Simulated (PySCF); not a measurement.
F2HP: core ionisation energies

Species: difluorophosphine, F2HP.
Bonds: F1–P2, P2–F3. Hydrogens: H4 on P2.

Level of theory: PySCF 2.14.0, delta-SCF UKS SCAN, pcX-2 on the ionised atom, pcseg-1 elsewhere, spin-free X2C. Vertical ΔSCF values, vacuum level as zero.

Question: List the computed XPS lines with their assignment.

Answer: 
| atom(s) | environment | level | binding energy (eV) | count |
| --- | --- | --- | --- | --- |
| F1/F3 | phosphorus-bound fluorine | F 1s | 693.17 | 2 |
| P2 | three-coordinate phosphorus | P 1s | 2154.31 | 1 |

Question: Express the binding energy of P 1s of P2 in atomic units and per mole.

Answer: 2154.31 eV = 79.1694 Eh = 207859 kJ/mol.

Question: Which photon energy gives electrons from P 1s of P2 a kinetic energy of 200 eV, and what is their de Broglie wavelength?

Answer: hν = 2154.31 + 200 = 2354.31 eV, recoil neglected; λ = 12.264 Å/√(E/eV) = 0.87 Å.

Atoms equivalent by their bonding share one computed value, that of the first of them. Not every level is listed. Geometry: GFN2-xTB; no solvent, vibrations or thermal averaging.
